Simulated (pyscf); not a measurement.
Optimised with ωB97X-D3(BJ)/def2-SVP in PySCF.

Task: For the elementary gas-phase step `[CH3][Al]([CH3])[F]` + `[H][H]` → `[CH4]` + `[CH3][AlH][F]` (singlet surface; Al–C, H–H broken, C–H, Al–H formed), what barrier and reaction energy does PBE0-D3(BJ)/def2-TZVP give, measured from the separated reactants?…

Result: ΔE‡ = 25.1 kcal/mol, ΔE = -5.1 kcal/mol. ωB97M-D3(BJ)/def2-TZVP gives 29.6 kcal/mol and -5.4 kcal/mol. Zero-point energy shifts the barrier by +3.3 kcal/mol. It is a four-centre exchange, with an imaginary mode of 1434i cm⁻¹. On the product side the descent ends in a complex, 4.1 kcal/mol under the separated species and 37.8 kcal/mol under the saddle at ωB97X-D3(BJ)/def2-TZVP. At the saddle there is also a short Al–H contact that neither side keeps. One saddle was located; it need not be the lowest between these sides.
